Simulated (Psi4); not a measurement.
# BHF2 (SMILES FBF): HF/def2-SVP (ints tolerance 1e-08, sweep point 4)

What is the vertical electron affinity of BHF2 at HF/def2-SVP (ints tolerance 1e-08, sweep point 4)? 

The calculation is run with Psi4 1.11.

4 further runs of the same task are left out: 4 set aside as unsound or not needed. Runs told in other sessions of the task aren't counted.

## 1. Starting point

BHF2: 4 atoms, total charge 0, spin state singlet. SMILES: `FBF`. The shape is that of a PBE0-D4/def2-TZVP optimisation.

Bond lengths: F1–B2 1.313 Å, B2–F3 1.313 Å, B2–H4 1.191 Å. Angles: F1–B2–F3 118.1°, F1–B2–H4 121.0°, F3–B2–H4 121.0°.

## 2. A single-point energy at HF/def2-SVP (ints tolerance 1e-08, sweep point 4)

Contents of job.py:

```python
import psi4

psi4.set_memory('1600 MB')
psi4.set_num_threads(1)
psi4.set_output_file('psi4.out', False)

geom = psi4.geometry("""
F      1.154300     0.456900    -0.361900
B     -0.001900    -0.031000     0.025200
F     -1.095400     0.528700    -0.438900
H     -0.057000    -0.954600     0.775600
units angstrom
symmetry c1
""")

psi4.set_options(dict(basis='def2-SVP', puream=True, scf_type='direct', ints_tolerance=1e-08, maxiter=60))

e, wfn = psi4.energy("scf", molecule=geom, return_wfn=True)
print(f'total energy {e:.8f} hartree = {e * 27.211386:.5f} eV')
for k, v in sorted(psi4.core.scalar_variables().items()):
    print(f'{k:45s} {v:18.10f}')
```

On the command line:

```bash
$ python job.py
```

psi4.out:

```text
[...]
  Running in c1 symmetry.
[...]
  Nuclear repulsion =   61.888554759542060
[...]
  Multiplicity = 1
[...]
  Nalpha       = 12
  Nbeta        = 12
[...]
    Number of basis functions: 47
[...]
   @DF-RHF iter   1:  -224.04096193584769   -8.29501e-01   7.36693e-03 ADIIS/DIIS
[...]
   @RHF iter   9:  -224.08368038544322   -6.78281e-09   5.46423e-07 DIIS
[...]
    Orbital Energies [Eh]
    ---------------------
    Doubly Occupied:
       1A    -26.313922     2A    -26.313874     3A     -7.735600
       4A     -1.629092     5A     -1.596583     6A     -0.826716
       7A     -0.770853     8A     -0.750244     9A     -0.721119
      10A     -0.666392    11A     -0.658747    12A     -0.558660
[...]
  @RHF Final Energy:  -224.08368038544322
   => Energetics <=
    Nuclear Repulsion Energy =             61.8885547595420604
    One-Electron Energy =                -434.8608735614324701
    Two-Electron Energy =                 148.8886384164472076
    Total Energy =                       -224.0836803854432162
[...]
 Multipole Moments:
 ------------------------------------------------------------------------------------
     Multipole            Electronic (a.u.)      Nuclear  (a.u.)        Total (a.u.)
 ------------------------------------------------------------------------------------
 L = 1.  Multiply by 2.5417464519 to convert [e a0] to [Debye]
 Dipole X            :          0.0469608           -0.0675938           -0.0206330
 Dipole Y            :          0.7909638           -1.1322755           -0.3413117
 Dipole Z            :         -0.6426123            0.9199550            0.2773426
 Magnitude           :                                                    0.4402707
[...]
```

Standard output:

```text
total energy -224.08368039 hartree = -6097.62752 eV
CURRENT ENERGY                                   -224.0836803854
CURRENT REFERENCE ENERGY                         -224.0836803854
DD SOLVATION ENERGY                                 0.0000000000
HF KINETIC ENERGY                                 223.7387308791
HF POTENTIAL ENERGY                              -447.8224112645
HF TOTAL ENERGY                                  -224.0836803854
HF VIRIAL RATIO                                     2.0015417514
NUCLEAR REPULSION ENERGY                           61.8885547595
ONE-ELECTRON ENERGY                              -434.8608735614
PCM POLARIZATION ENERGY                             0.0000000000
PE ENERGY                                           0.0000000000
SCF ITERATION ENERGY                             -224.0836803854
SCF ITERATIONS                                      9.0000000000
SCF TOTAL ENERGY                                 -224.0836803854
TWO-ELECTRON ENERGY                               148.8886384164
```

Run time: 2 s. Hardware: 1 thread of AMD EPYC 7B13 (Zen 3), shared host; peak memory 0.19 GiB.

## 3. The doublet anion at the same level

Contents of bf2h.py:

```python
import psi4

psi4.set_memory(1600000000)
psi4.set_num_threads(1)
psi4.core.set_output_file('bf2h.out', False)

mol = psi4.geometry("""
-1 2
F      1.154300     0.456900    -0.361900
B     -0.001900    -0.031000     0.025200
F     -1.095400     0.528700    -0.438900
H     -0.057000    -0.954600     0.775600
symmetry c1
""")

psi4.set_options({
    'basis': 'def2-SVP',
    'reference': 'uhf',
    'puream': True,
    'scf_type': 'direct',
    'ints_tolerance': 1e-08,
    'maxiter': 100,
})

E = psi4.energy('hf')
print(f'hf energy: {E:.10f} Eh')
```

On the command line:

```bash
$ python bf2h.py
```

bf2h.out:

```text
[...]
  Running in c1 symmetry.
[...]
  Nuclear repulsion =   61.888554759542060
[...]
  Multiplicity = 2
[...]
  Nalpha       = 13
  Nbeta        = 12
[...]
    Number of basis functions: 47
[...]
   @DF-UHF iter   1:  -223.91140241545054   -6.99941e-01   8.21957e-03 ADIIS/DIIS
[...]
   @UHF iter  11:  -223.96860230384303   -8.13159e-09   5.79485e-07 DIIS
[...]
   @S^2 Observed:                7.604744757E-01
[...]
    Orbital Energies [Eh]
    ---------------------
    Alpha Occupied:
       1A    -26.007835     2A    -26.007799     3A     -7.374764
       4A     -1.334253     5A     -1.303007     6A     -0.539670
       7A     -0.476275     8A     -0.458866     9A     -0.455239
      10A     -0.410545    11A     -0.367027    12A     -0.261576
      13A      0.092950
    Alpha Virtual:
      14A      0.426406    15A      0.492461    16A      0.579696
      17A      0.589544    18A      0.684567    19A      0.966733
      20A      1.026577    21A      1.142509    22A      1.467978
      23A      1.603718    24A      1.618068    25A      1.618832
[...]
  @UHF Final Energy:  -223.96860230384303
   => Energetics <=
    Nuclear Repulsion Energy =             61.8885547595420604
    One-Electron Energy =                -442.0007976005856563
    Two-Electron Energy =                 156.1436405372005822
    Total Energy =                       -223.9686023038430278
  UHF NO Occupations:
  HONO-2 :   11  A 1.9996974
  HONO-1 :   12  A 1.9954400
  HONO-0 :   13  A 1.0000000
  LUNO+0 :   14  A 0.0045600
  LUNO+1 :   15  A 0.0003026
[...]
 Multipole Moments:
 ------------------------------------------------------------------------------------
     Multipole            Electronic (a.u.)      Nuclear  (a.u.)        Total (a.u.)
 ------------------------------------------------------------------------------------
 L = 1.  Multiply by 2.5417464519 to convert [e a0] to [Debye]
 Dipole X            :          0.0965634           -0.0675938            0.0289697
 Dipole Y            :          1.6203026           -1.1322755            0.4880271
 Dipole Z            :         -1.3166304            0.9199550           -0.3966755
 Magnitude           :                                                    0.6295722
[...]
```

On the terminal:

```text
hf energy: -223.9686023038 Eh
```

Wall time 2.1 s (1 thread of AMD EPYC 7B13 (Zen 3), shared host); peak memory 0.18 GiB.

## 4. Outcome

At HF/def2-SVP (ints tolerance 1e-08, sweep point 4):

| quantity | value |
| --- | --- |
| singlet BHF2: total energy | -224.08368 Eh |
| singlet BHF2: dipole moment | 1.12 D |
| singlet BHF2: HOMO energy | -15.20 eV |
| singlet BHF2: LUMO energy | 3.66 eV |
| singlet BHF2: HOMO–LUMO gap | 18.86 eV |
| doublet anion: total energy | -223.96860 Eh |
| doublet anion: HOMO energy (highest over α and β) | 2.53 eV |
| doublet anion: LUMO energy (lowest over α and β) | 11.60 eV |
| doublet anion: ⟨S²⟩ | 0.760 |
| vertical electron affinity (to the doublet anion) | -3.131 eV |

In words: The anion lies 3.13 eV (72 kcal/mol) above the neutral: the electron isn't bound at this level, and such a value depends on the basis. Without diffuse functions anions come out too high. Hartree–Fock misses the correlation that binds many anions. The HOMO (doublet anion) lies at positive energy, 2.53 eV: the electron is unbound at this level or held by a compact basis; values depend on the basis.
